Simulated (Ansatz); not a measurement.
## 1T (CdI2-type) HfS2

The numbers are results of PBEsol (plane waves, PAW; Ansatz, a quantum-chemistry and plane-wave program), not measurements.

Cell: relaxed at this level.

| Quantity | Value |
|---|---|
| interlayer binding energy | 3.1 meV/Å² |
| layer repeat distance | 5.945 Å |
| gap between the layers | 3.046 Å |

Note: the cell comes from a level without a dispersion term, which matters for the spacing of layers, chains or molecules; the cell has widely spaced layers and the level no dispersion term, so their spacing and the moduli can rest on weak binding.

Spin–orbit coupling is not included.

Static lattice: no zero-point or thermal effects.

The result took about 2.7 core-minutes (a rough figure).
